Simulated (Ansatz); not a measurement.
# C4H4O: the cost of one run

Program: Ansatz 0.2.0, Gaussian basis. Level of theory: the settings change from run to run. These are calculated values, not measurements.

## (1) The relaxed structure

The structure was relaxed beforehand with PBE0-D4 in a triple-zeta def2 set.

SMILES `CC#CC=O`, 9 atoms, charge 0, spin multiplicity 1.

Atoms are counted from 1 here; the program's logs count them from 0.

Bond lengths: C1–C2 1.445 Å, C1–H6 1.093 Å, C1–H7 1.092 Å, C1–H8 1.093 Å, C2–C3 1.205 Å, C3–C4 1.437 Å, C4–O5 1.205 Å, C4–H9 1.107 Å. Angles: C2–C1–H6 110.8°, C2–C1–H7 111.1°, C2–C1–H8 110.2°, H6–C1–H7 108.6°, H6–C1–H8 107.8°, H7–C1–H8 108.2°, C1–C2–C3 179.1°, C2–C3–C4 177.6°, C3–C4–O5 124.4°, C3–C4–H9 114.5°, O5–C4–H9 121.2°.

## (2) B3LYP5/aug-pcseg-2

Options: charge +1, multiplicity 2, a point charge of 1.00 e beside it.

File in.yaml:

```yaml
crystal:
  periodic: [false, false, false]
  atoms:
    - {symbol: C, position_ang: [-0.794275, -1.511978, -0.616872]}
    - {symbol: C, position_ang: [-0.146294, -0.316164, -0.128398]}
    - {symbol: C, position_ang: [0.410039, 0.676875, 0.268347]}
    - {symbol: C, position_ang: [1.021099, 1.877620, 0.768991]}
    - {symbol: O, position_ang: [2.176090, 2.175415, 0.598872]}
    - {symbol: H, position_ang: [-1.420605, -1.957800, 0.159347]}
    - {symbol: H, position_ang: [-0.059912, -2.252684, -0.940532]}
    - {symbol: H, position_ang: [-1.436154, -1.272382, -1.468650]}
    - {symbol: H, position_ang: [0.338512, 2.534899, 1.341696]}
basis:
  gaussian: {orbitals: aug-pcseg-2, point_charges: [{charge: 1.00, position_ang: [5.857, -0.385, 0.075]}]}
total_charge: 1
magnetization: {spin_polarized: true, initial_magnetization: 1}
hamiltonian: {xc: {name: B3LYP5}}
output: {forces: true}
```

On the command line:

```bash
$ ansatz run in.yaml --threads 2 --pin off --events-out ev --progress --plain --max-ram 4352MiB
```

Q: Estimate wall time and peak memory on 2 threads of Arm Neoverse V1, shared host.

About 94 s, with a peak of 1.3 GiB.
